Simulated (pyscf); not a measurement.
Thermochemistry of product channels of F–SiH•–F on the doublet surface, in kJ/mol, from CCSD(T)/def2-TZVPP + ΔMP2(QZVPP) energies (ideal gas, 1 atm, RRHO with modes under 100 cm⁻¹ raised to 100, one conformer, R ln 2 for rigid chiral ones). Optimised with ωB97X-D3(BJ)/def2-SVP in PySCF. Correlated levels are frozen-core, on RHF or UHF. ΔMP2 is the change of the MP2 total energy from the triple- to the quadruple-zeta basis.

```tsv
products	ΔE	ΔH(298 K)	ΔG(298 K)	ΔG(900 K)
F–Si:–F [singlet] + H•	+191.8	+175.2	+145.6	___
F• + F–SiH: [singlet]	+511.6	+504.1	+468.9	+396.5
```

### Question
What belongs in the gaps?

### Answer

- F–Si:–F [singlet] + H•, ΔG(900 K): +81.7

These are energies of the channels, which say nothing of barriers. The CCSD(T) − MP2 part came from Ansatz, without density fitting, on the same reference. Left out: orbital degeneracy and the spin-orbit lowering of F.
